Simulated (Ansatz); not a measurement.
Relaxation of CH3BSi (6 atoms, charge 0, multiplicity 1), to a largest force component of 0.02 eV/Å in at most 40 steps.

All numbers below come from Ansatz 0.2.0, RKS B3LYP-D4/def2-SVP.

```xyz
6
Properties=species:S:1:pos:R:3
B -1.257 -0.626 -0.028
C -0.078 -1.315 0.024
Si -0.141 0.847 -0.022
H 0.663 -2.083 0.063
H 0.446 1.564 -1.171
H 0.366 1.612 1.134
```

Task: Where does it end, and by what steps?

Result: The run converged. After 5 steps the energy has fallen by 0.096 eV; H4 moved furthest, 0.15 Å.

| step | energy less start (eV) | largest force component (eV/Å) | accepted |
| --- | --- | --- | --- |
| 0 | 0.0000 | 1.301 | yes |
| 1 | -0.0694 | 0.404 | yes |
| 2 | -0.0934 | 0.169 | yes |
| 3 | -0.0953 | 0.081 | yes |
| 4 | -0.0955 | 0.035 | yes |
| 5 | -0.0955 | 0.005 | yes |

```xyz
6
Properties=species:S:1:pos:R:3
B -1.310 -0.605 -0.032
C -0.120 -1.258 0.021
Si -0.098 0.788 -0.019
H 0.718 -1.946 0.063
H 0.445 1.486 -1.222
H 0.364 1.534 1.189
```

Whether the end is a true minimum wasn't checked by a vibrational analysis.

The run took 8.6 s on 1 thread of AMD EPYC 7R13 Processor (Zen 3), on a shared host, peak memory 0.15 GiB.
